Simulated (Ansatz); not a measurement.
# CH₂SSi: an energy map over bond length Si1–H5 and angle C2–Si1–H5

Aim: map the energy of CH₂SSi, SMILES [SiH2]=C=S over two coordinates, and find its wells, ridges and stiffness.

Program: Ansatz 0.2.0. Level of theory: RKS PBE0-D4/def2-TZVP. These are calculated values, not measurements.

**1. The system as given**

SMILES `[SiH2]=C=S`, 5 atoms, charge 0, spin multiplicity 1.

Atoms are counted from 1 here; the program's logs count them from 0.

Bond lengths: Si1–C2 1.806 Å, Si1–H4 1.516 Å, Si1–H5 1.516 Å, C2–S3 1.560 Å. Angles: C2–Si1–H4 100.8°, C2–Si1–H5 100.8°, H4–Si1–H5 107.8°, Si1–C2–S3 166.3°.

As a file:

```mol
CH2SSi
  3D, bonds by distance, orders not assigned

  5  4  0  0  0  0  0  0  0  0999 V2000
    0.2102    0.5842   -0.7183 Si  0  0
    0.2517   -0.7390    0.5107 C   0  0
    0.6094   -1.9662    1.4047 S   0  0
   -1.1316    0.3220   -1.3735 H   0  0
    0.0604    1.7990    0.1764 H   0  0
  1  2  8  0
  1  4  8  0
  1  5  8  0
  2  3  8  0
M  END
```

This geometry comes from a loose relaxation at PBE in a small basis, which is not shown.

**3. Setting up the map**

- bond length Si1–H5: 15 values from 1.283 to 2.089 Å
- angle C2–Si1–H5: 15 values from 78.0 to 128.0 °

Nothing else is relaxed (all other coordinates rigid). Energies count from the relaxed molecule at the same level. Points are written as (first, second).

(The set-up runs are not shown.)

**4. The run at (1.801 Å, 99.4°)**

File input.yaml:

```yaml
crystal:
  periodic: [false, false, false]
  atoms:
    - { symbol: Si, position_ang: [0.17702, 0.574387, -0.683416] }
    - { symbol: C, position_ang: [0.238837, -0.66347, 0.595904] }
    - { symbol: S, position_ang: [0.603482, -1.818987, 1.540566] }
    - { symbol: H, position_ang: [-1.115026, 0.320302, -1.384605] }
    - { symbol: H, position_ang: [0.056164, 2.050573, 0.341216] }
basis:
  gaussian: { orbitals: def2-TZVP }
hamiltonian:
  xc: pbe0
  dispersion: d4
output:
  forces: true
```

The run is started by

```sh
$ ansatz run input.yaml --threads 1 --pin off --max-ram 2560MiB --backend cpu --events-out ev --progress --plain --runs-dir out
```

Further runs follow: the other points that were computed.

Before running it: what results should come out? Wanted: lowest point; highest computed point; dipole moment.

As calculated:

```
               quantity                                                                            value
           lowest point                                                 (1.513 Å, 103.0°), 0.09 kcal/mol
 highest computed point                                (2.089 Å, 128.0°), 39.3 kcal/mol above the lowest
      dipole moment (D)  0.54 at (1.283 Å, 113.7°) to 1.53 at (2.089 Å, 92.2°); 0.72 at the lowest point
time for the whole task                                                  12 min on 1 thread, shared host
```

In words: The lowest computed point is at (1.513 Å, 103.0°), 0.09 kcal/mol from the relaxed molecule at the same level. The grid is coarse, so the lowest point of the scanned range may lie between grid points; coordinates that were held can hide deeper minima. No other kind of well shows on this grid. The highest computed point, (2.089 Å, 128.0°), lies 39.3 kcal/mol above the lowest. Round the minimum the two coordinates are nearly uncoupled.
